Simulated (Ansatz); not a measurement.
# BPHCl (singlet): wave-function methods side by side at a displaced geometry (v2), cc-pVDZ

How much of the correlation energy of BPHCl (singlet) does each wave-function method recover here?

Computed with Ansatz 0.2.0, Gaussian basis. Level: cc-pVDZ, core rule «outside noble gas», up to 11 orbitals frozen.

Plan: UHF; CCSD(T) on RHF; BCCD(T) on RHF; CISD; CCSDT(Q) on RHF.

9 further runs of the same task are left out: 4 that didn't finish, 5 set aside as unsound or not needed.

## 1. The system

The geometry is a PBE0/def2-TZVP stationary point (not a proven minimum) with its atoms shifted at random (size 0.100 Å).

4 atoms, charge 0, spin multiplicity 1.

Atoms are counted from 1 here; the program's logs count them from 0.

Bond lengths: Cl1–B2 1.688 Å, B2–P3 1.716 Å, P3–H4 1.445 Å. Angles: Cl1–B2–P3 171.7°, B2–P3–H4 58.6°.

## 2. UHF

Contents of in.yaml:

```yaml
crystal:
  periodic: [false, false, false]
  atoms:
    - {symbol: Cl, position_ang: [0.064553, -0.257014, 1.928413]}
    - {symbol: B, position_ang: [-0.100274, -0.318386, 0.250059]}
    - {symbol: P, position_ang: [-0.023701, -0.328678, -1.464305]}
    - {symbol: H, position_ang: [0.059422, 0.904078, -0.714166]}
basis:
  gaussian: {orbitals: cc-pVDZ}
magnetization: {spin_polarized: true, initial_magnetization: 0}
hamiltonian: {xc: hf}
output: {orbitals: {seedname: orbitals}}
```

On the command line:

```console
$ ansatz run in.yaml --threads 1 --pin off --events-out ev --progress --plain --max-ram 2393MiB
```

The runs that follow: CCSD(T) on RHF; BCCD(T) on RHF; CISD; CCSDT(Q) on RHF.

**Question.** What will the summary of the whole plan be? Wanted: RCCSDT(Q) below the RHF energy; RMP2 from RCCSDT(Q); RCCSD from RCCSDT(Q); RCCSD(T) from RCCSDT(Q); T1 diagnostic.

The runs gave:

| quantity | value |
| --- | --- |
| RCCSDT(Q) below the RHF energy | -10.3650 eV |
| RMP2 from RCCSDT(Q) | +1249.3 meV |
| RCCSD from RCCSDT(Q) | +449.1 meV |
| RCCSD(T) from RCCSDT(Q) | +55.5 meV |
| levels within 1 kcal/mol (43 meV) | RCCSDT |
| T1 diagnostic | 0.016 |

**Reading.** RCCSD(T) lands +55.5 meV from the yardstick (0.5 % of the correlation energy). These misses are within one basis, not against nature.
